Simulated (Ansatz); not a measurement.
We consider 2H-SiC, described by G0W0@PBE (hard PAW, contour deformation; Ansatz, a program for electronic structure).

The same calculation (at the measured cell, 10.343 Å³/atom) with different numerical settings; throughout: k mesh 3×3×2:

| run | response cutoff (eV) | empty bands | quasiparticle gap on the mesh (eV) | quasiparticle gap at Γ (eV) | rough time |
|---|---|---|---|---|---|
| 1 | 100 | 173 | 2.781 | 5.717 | 10 core-s |
| 2 | 150 | 317 | 2.946 | 5.811 | 30 core-s |
| 3 | 200 | 488 | 3.024 | 5.855 | 80 core-s |
| 4 | 250 | 682 | 3.064 | 5.876 | 5 core-min |
| 5 | 300 | 897 | 3.089 | 5.889 | 6 core-min |
| 6 | 400 | 1381 | 3.115 | 5.902 | 20 core-min |

In the column quasiparticle gap on the mesh (eV) the first row differs from the last by -0.334 and the next to last by -0.026.

The last row is no converged limit: other settings stay fixed.
